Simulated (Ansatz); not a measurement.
```yaml
crystal:
  periodic: [false, false, false]
  atoms:
    - {symbol: O, position_ang: [0.414670, 1.378997, 0.636193]}
    - {symbol: C, position_ang: [0.655705, 0.078933, 0.411978]}
    - {symbol: C, position_ang: [-0.221018, -0.725116, -0.280534]}
    - {symbol: F, position_ang: [0.066483, -2.029499, -0.656425]}
    - {symbol: Cl, position_ang: [-1.711335, -0.186073, -1.314328]}
    - {symbol: H, position_ang: [-0.484700, 1.588480, 0.311839]}
    - {symbol: H, position_ang: [1.225540, -0.455065, 0.802398]}
basis:
  gaussian: {orbitals: cc-pVTZ}
hamiltonian: {xc: {name: wB97X-D}}
correlation: {electrons: all}
```

```sh
$ ansatz run in.yaml --threads 2 --pin off --events-out ev --progress --plain --max-ram 4352MiB
```

It prints (some lines left out):

```
Error: YAML parse error: error: line 13 column 19: hamiltonian.xc: no functional is named "wB97X-D"; the names, which are not case-sensitive, are SVWN5, SPW92, PBE, PBE0, PBEsol, revPBE, revPBE0, RPBE, rPW86-PBE, HSE06, wPBEh, LC-wPBE, HISS, HF, BLYP, B3LYP, B3LYP5, BHLYP, CAM-B3LYP, r2SCAN, r2SCANh, r2SCAN0, r2SCAN50, m-r2SCAN, B97, wB97, wB97X, wB97X-V, B97M-V, wB97M-V, B2PLYP, B2GP-PLYP, PBE0-DH, PBE-QIDH
11 | basis:
12 |   gaussian: {orbitals: cc-pVTZ}
13 | hamiltonian: {xc: {name: wB97X-D}}
14 | correlation: {electrons: all}
```

In this input the method's name isn't one that the program takes here. The input was rejected before any iteration.
